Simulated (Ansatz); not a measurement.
**How methods differ on BSiH5 (boranylsilane)**

BSiH5: 7 atoms, total charge 0, spin state singlet. SMILES: `B[SiH3]`. The shape is that of a PBE0-D4/def2-TZVP optimisation.

```jsonl
{"atom": "B", "x (Å)": "-0.0432", "y (Å)": "-1.1890", "z (Å)": "0.2043"}
{"atom": "Si", "x (Å)": "0.0891", "y (Å)": "0.7853", "z (Å)": "-0.1485"}
{"atom": "H", "x (Å)": "-1.1260", "y (Å)": "-1.6906", "z (Å)": "0.2901"}
{"atom": "H", "x (Å)": "0.9064", "y (Å)": "-1.9025", "z (Å)": "0.3354"}
{"atom": "H", "x (Å)": "-0.6160", "y (Å)": "1.0934", "z (Å)": "-1.4272"}
{"atom": "H", "x (Å)": "-0.6236", "y (Å)": "1.5167", "z (Å)": "0.9396"}
{"atom": "H", "x (Å)": "1.4745", "y (Å)": "1.3188", "z (Å)": "-0.2395"}
```

Quantity: the energy change with the B1–H4 bond stretched from 1.195 to 2.988 Å, in eV. The values are calculated.

```json
{"level": "HF/STO-3G (restricted)", "kind": "Hartree–Fock", "program": "Ansatz", "value (eV)": "10.06", "less FCI/STO-3G": "+4.59", "CPU time (all runs)": "0.16 s"}
{"level": "SVWN5/STO-3G (restricted)", "kind": "LDA", "program": "Ansatz", "value (eV)": "7.33", "less FCI/STO-3G": "+1.86", "CPU time (all runs)": "1.4 s"}
{"level": "PBE/STO-3G (restricted)", "kind": "GGA", "program": "Ansatz", "value (eV)": "7.05", "less FCI/STO-3G": "+1.58", "CPU time (all runs)": "2.2 s"}
{"level": "BHLYP/STO-3G (restricted)", "kind": "global hybrid", "program": "Ansatz", "value (eV)": "8.64", "less FCI/STO-3G": "+3.17", "CPU time (all runs)": "2 s"}
{"level": "wB97X/STO-3G (restricted)", "kind": "range-separated hybrid", "program": "Ansatz", "value (eV)": "8.55", "less FCI/STO-3G": "+3.08", "CPU time (all runs)": "9.7 s"}
{"level": "RPA@PBE/STO-3G (restricted)", "kind": "RPA", "program": "Ansatz", "value (eV)": "6.43", "less FCI/STO-3G": "+0.96", "CPU time (all runs)": "4.4 s"}
{"level": "MP2/STO-3G (restricted)", "kind": "perturbation theory", "program": "Ansatz", "value (eV)": "7.19", "less FCI/STO-3G": "+1.72", "CPU time (all runs)": "0.19 s"}
{"level": "CCSD/STO-3G (restricted)", "kind": "coupled cluster or CI", "program": "Ansatz", "value (eV)": "5.59", "less FCI/STO-3G": "+0.12", "CPU time (all runs)": "0.25 s"}
{"level": "CCSDT/STO-3G (restricted)", "kind": "coupled cluster or CI", "program": "Ansatz", "value (eV)": "5.48", "less FCI/STO-3G": "+0.01", "CPU time (all runs)": "0.49 s"}
{"level": "FCI/STO-3G", "kind": "exact in the basis", "program": "Ansatz", "value (eV)": "5.47", "less FCI/STO-3G": "0.00", "CPU time (all runs)": "28 s"}
```

FCI/STO-3G is exact within its basis and frozen core, so for wave-function methods in that basis the difference is their error; functionals converge differently with the basis, so for them it is only a difference. Spin-restricted single references rise too steeply as a bond breaks, Hartree–Fock most of all. Perturbation and coupled-cluster corrections on them can overshoot downwards. The first shape isn't each level's own minimum. The values span 5.47 to 10.06 eV. All rows use very small basis sets, so even the best lies far from the true value. Times are those of the runs behind each value, whatever else they computed, on shared processors of several kinds: orders of magnitude only.
